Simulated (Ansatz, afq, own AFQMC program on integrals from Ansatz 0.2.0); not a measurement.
# AlSiH4, doublet: AFQMC among the cluster methods

```json
{"atom": "Si", "x (Å)": "0.0000", "y (Å)": "0.0660", "z (Å)": "1.4332"}
{"atom": "Al", "x (Å)": "0.0000", "y (Å)": "-0.1198", "z (Å)": "-1.6192"}
{"atom": "H", "x (Å)": "0.0000", "y (Å)": "1.4472", "z (Å)": "1.9980"}
{"atom": "H", "x (Å)": "1.1989", "y (Å)": "-0.6421", "z (Å)": "1.9688"}
{"atom": "H", "x (Å)": "-1.1989", "y (Å)": "-0.6421", "z (Å)": "1.9688"}
{"atom": "H", "x (Å)": "0.0000", "y (Å)": "1.2039", "z (Å)": "-2.5261"}
```

Connectivity, by distances: SiH3 ··· AlH.

Basis 6-31G. Noble-gas cores (and the filled d shells of Ga–Kr and In–Xe) are frozen. AFQMC by an in-house program on the Cholesky factors that Ansatz 0.2.0 writes for its CCSD(T) run. ph-AFQMC/CISD is guided by a CISD state made of CCSD amplitudes; releasing the constraint for a short imaginary time cuts its bias at the price of noise, slowly where states lie close. ± is one standard error of the sampling.

Determinant: UHF, the one that the program's search chose, which needn't be the lowest solution. The geometry is a point of a scan.

No full CI on the walks' own integrals is used here; CCSDT(Q) serves as the reference and is uncertain by about the last step of the cluster series.

```
T1 diagnostic                               : 0.0206
weight of the determinant in the CISD state : 0.888
⟨S²⟩ of the determinant                     : 0.799
size of the correlated space                : 11 electrons in 24 orbitals
```

Reference: CCSDT(Q), correlation energy -3.268 eV. The released energy is read at 2.40 1/Eh (meV from the phaseless value at times in 1/Eh: 3 ± 5 at 0.24, 3 ± 5 at 0.51, -2 ± 4 at 0.99, 2 ± 6 at 1.62, -3 ± 5 at 2.40).

```tsv
level	E − E(reference) (kcal/mol)	share of correlation (%)
HF	75.36	0.00
MP2	23.83	68.38
CCSD	1.91	97.47
CCSD(T)	0.62	99.18
CCSDT	0.07	99.91
ph-AFQMC/CISD	0.05 ± 0.12	99.94
released AFQMC	-0.03 ± 0.12	100.04
```

A walk keeps the symmetry of its determinant, which the program's search chose and which needn't be the lowest solution, so a lower state of the same spin and another symmetry isn't excluded. Released energies are given only where the last usable release times agree within the noise; a slower fall can still hide under it.
